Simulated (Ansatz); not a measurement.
Reaction (homolysis of the Al–H bond): `[NH2][AlH2]` → `[NH2][AlH]`• + H•

Calculated with Ansatz (gas phase, PBE0-D4/def2-TZVP geometries, no zero-point term in ΔE). CCSD(T)/CBS adds triple-zeta CCSD(T) − MP2 to the extrapolated MP2 energy (def2 sets, frozen cores). This one scheme is used for every species, atoms too. DFT in def2-TZVPP. Open shells (•) are unrestricted, without spin–orbit coupling.

`[NH2][AlH2]`:

```xyz
6

N     0.605    0.076   -0.713
Al   -0.534   -0.068    0.630
H     1.564    0.372   -0.625
H     0.389   -0.125   -1.676
H    -0.017    0.294    2.082
H    -2.007   -0.550    0.302
```

`[NH2][AlH]`•:

```xyz
5

N    -0.641   -0.224   -0.078
Al    1.126   -0.373   -0.112
H    -1.293   -0.952   -0.321
H    -1.137    0.613    0.190
H     1.944    0.937    0.322
```

```
       level  ΔE (kcal/mol)
CAM-B3LYP-D4           89.5
      revPBE           82.5
```

**Question.** What does CCSD(T)/CBS give? (An estimate is asked.)

**Answer.** Computed: +90.5 kcal/mol. The listed levels differ from it by -1.0, -8.0 kcal/mol.

Largest T1 diagnostic among the species: 0.015.

In def2-TZVPP, CCSD(T) changes the Hartree–Fock value by +19.3 kcal/mol (the triples alone add −0.1 kcal/mol) and MP2 by +16.1 kcal/mol; breaking electron pairs costs correlation energy, which Hartree–Fock lacks. From PBE to PBE0 (25 % exact exchange), in def2-TZVPP and without D4, ΔE moves by +0.9 kcal/mol. At CCSD(T), def2-SVP lies −4.1 kcal/mol from the extrapolated value and def2-TZVPP −1.7 kcal/mol: correlation converges slowly with the basis, and small sets miss more of it in the bonded molecule than in its fragments.
